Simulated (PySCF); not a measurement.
**Worked example for methyl formate: proton affinity at atom O4**

Structure: `COC=O` (C2H4O2). Coordinates in Å; atoms count from 1 in this order:
```
C    -1.0034   -0.1788    0.0708
O     0.3102   -0.7103    0.1587
C     1.3002    0.1439   -0.0828
O     1.1692    1.2999   -0.3643
H    -1.2011    0.2110   -0.9389
H    -1.6866   -1.0050    0.2990
H    -1.1432    0.6402    0.7920
H     2.2714   -0.3852    0.0177
```

Level of theory: ωB97X-D3(BJ)/def2-TZVP single points in PySCF, grid level 2; every species was optimised with PBE0-D3(BJ)/def2-SVP. ωB97X-D3(BJ) is ωB97X-V with D3(BJ) in place of VV10. Zero-point and thermal terms (298.15 K, 1 bar) come from unscaled PBE0-D3(BJ)/def2-SVP harmonic frequencies, with soft modes damped to free rotors in the entropy.

Step: `C[O+]=CO` → `COC=O` + H⁺.

```jsonl
{"species": "C[O+]=CO", "charge": "1", "multiplicity": "1", "E / Eh": "-229.532819"}
{"species": "COC=O", "charge": "0", "multiplicity": "1", "E / Eh": "-229.220459"}
```

Thermal terms, products less reactant: Δ(H − E) = -28.22 kJ/mol, Δ(G − E) = -58.63 kJ/mol (the bare proton has no electronic energy, H = 5/2 RT). 1 Eh = 2625.50 kJ/mol.

**Question.** What are ΔE, ΔH and ΔG of this step?

**Answer.** ΔE = 0.312360 Eh = 820.10 kJ/mol; ΔH = 791.9 kJ/mol; ΔG = 761.5 kJ/mol, all in the gas phase at 298.15 K and 1 bar. The digits show the arithmetic; the method itself can be off by 10 kJ/mol or more.
